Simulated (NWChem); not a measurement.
A series in which one site is exchanged, each optimised at PBE0/def2-SVP with NWChem, gas phase unless a solvent is named. For some, no frequency run checked for a minimum. def2 effective core potentials on Cd; no spin-orbit coupling.

A: CS (CH₄S; site = S)
B: CO (CH4O; site = O)
C: [CH3][MgH] (CH$_{4}$Mg; site = Mg)
D: [CdH][CH3] (CH₄Cd; site = Cd)

```
quantity                                                      A      B  C     D
---------------------------------------------------------  ----  -----  -  ----
dipole (D), PBE0/def2-SVP                                  1.58   1.64  …  0.55
orbital gap (eV), PBE0/def2-SVP                            7.69   9.44  …  6.89
vertical ionisation energy, ΔSCF, CAM-B3LYP/def2-SVP (eV)  9.36  10.76  …  9.59
static polarisability, CAM-B3LYP/def2-SVPD (bohr³)         36.3   21.0  …  46.8
```

Task: Complete the blanks.

Result: 
- dipole (D), PBE0/def2-SVP, C: 0.50
- orbital gap (eV), PBE0/def2-SVP, C: 6.61
- vertical ionisation energy, ΔSCF, CAM-B3LYP/def2-SVP (eV), C: 9.19
- static polarisability, CAM-B3LYP/def2-SVPD (bohr³), C: 44.4
